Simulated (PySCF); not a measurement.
# C3H3NOS: the cost of one run

The runs use PySCF 2.14.0; levels as typed in each script, gas phase, geometry from start geometry of a pair search.

## 1. Starting geometry

9 atoms, charge 0, spin multiplicity 1.

Bond lengths: C1–C2 1.436 Å, C1–H4 1.090 Å, C1–H5 1.090 Å, C1–H6 1.089 Å, C2–N3 1.144 Å, O7–C8 1.154 Å, C8–S9 1.537 Å. Angles: C2–C1–H4 109.4°, C2–C1–H5 109.4°, C2–C1–H6 109.8°, H4–C1–H5 109.3°, H4–C1–H6 109.7°, H5–C1–H6 109.2°, C1–C2–N3 179.8°, O7–C8–S9 178.7°.

Geometry (Å):

```
C     2.3195   -0.2041    0.9811
C     1.8634   -0.1001   -0.3767
N     1.4975   -0.0205   -1.4573
H     2.0923   -1.1988    1.3640
H     3.3966   -0.0413    1.0155
H     1.8241    0.5466    1.5946
O    -1.0228    1.7030    0.1483
C    -1.3021    0.5848    0.0928
S    -1.6811   -0.9045    0.0535
```

## 2. Binding of the two fragments (CAM-B3LYP/def2-svp)

The input, input.py:

```python
import numpy as np
from pyscf import gto, scf, dft
from pyscf.scf import atom_ks, atom_hf
from scipy.linalg import block_diag
from pyscf.dispersion import dftd3

def solve(mol, dm0=None, hcore=None):
    mf = (dft.UKS if mol.spin else dft.RKS)(mol, xc='camb3lyp')
    mf.grids.level = 3
    mf = mf.density_fit(auxbasis='def2-universal-jkfit')
    mf.conv_tol, mf.max_cycle = 1e-8, 80
    if hcore is not None:
        mf.get_hcore = lambda *args: hcore
    mf.kernel(dm0)
    if not mf.converged:
        mf = mf.newton().run(mf.mo_coeff, mf.mo_occ, max_cycle=30)
    assert mf.converged, 'SCF not converged'
    return mf

mol = gto.M(atom='''
C      2.31947    -0.20405     0.98114
C      1.86338    -0.10006    -0.37668
N      1.49751    -0.02048    -1.45729
H      2.09229    -1.19883     1.36403
H      3.39663    -0.04126     1.01553
H      1.82406     0.54658     1.59464
O     -1.02278     1.70297     0.14834
C     -1.30211     0.58484     0.09278
S     -1.68111    -0.90446     0.05354
''', basis='def2-svp', charge=0, spin=0, verbose=4)
mol_a = gto.M(atom='''
C      2.31947    -0.20405     0.98114
C      1.86338    -0.10006    -0.37668
N      1.49751    -0.02048    -1.45729
H      2.09229    -1.19883     1.36403
H      3.39663    -0.04126     1.01553
H      1.82406     0.54658     1.59464
ghost-O     -1.02278     1.70297     0.14834
ghost-C     -1.30211     0.58484     0.09278
ghost-S     -1.68111    -0.90446     0.05354
''', basis='def2-svp', charge=0, spin=0, verbose=4)
mol_b = gto.M(atom='''
ghost-C      2.31947    -0.20405     0.98114
ghost-C      1.86338    -0.10006    -0.37668
ghost-N      1.49751    -0.02048    -1.45729
ghost-H      2.09229    -1.19883     1.36403
ghost-H      3.39663    -0.04126     1.01553
ghost-H      1.82406     0.54658     1.59464
O     -1.02278     1.70297     0.14834
C     -1.30211     0.58484     0.09278
S     -1.68111    -0.90446     0.05354
''', basis='def2-svp', charge=0, spin=0, verbose=4)
ab, a, b = solve(mol), solve(mol_a), solve(mol_b)
e_int = ab.e_tot - a.e_tot - b.e_tot
print('counterpoise-corrected interaction energy / kcal/mol', e_int * 627.5095)
def disp(atoms, charge):
    m = gto.M(atom=atoms, charge=charge, basis='sto-3g', spin=None, unit='Bohr', verbose=0)
    return dftd3.DFTD3Dispersion(m, xc='camb3lyp', version='d3bj').get_dispersion()['energy']
e_disp = disp(mol._atom, mol.charge) - disp(mol._atom[:6], mol_a.charge) - disp(mol._atom[6:], mol_b.charge)
print('D3(BJ) part / kcal/mol', e_disp * 627.5095)
# spherically averaged free atoms, for the promolecule
atm = atom_ks.get_atm_nrks(mol, xc='camb3lyp')
pro = block_diag(*[(atm[a[0]][2] * atm[a[0]][3]) @ atm[a[0]][2].T for a in mol._atom])
np.savez('result.npz', e_int=e_int, e_disp=e_disp, dm_a=a.make_rdm1(), dm_b=b.make_rdm1(), c=ab.mo_coeff, occ=ab.mo_occ, eps=ab.mo_energy, pro=pro, d=[f.dip_moment(verbose=0) for f in (ab, a, b)])
```

On the command line:

```bash
$ OMP_NUM_THREADS=1 python input.py
```

What time and memory should one allow on 1 thread of Arm Neoverse V1, shared host?

About 30 s, with a peak of 0.52 GiB.
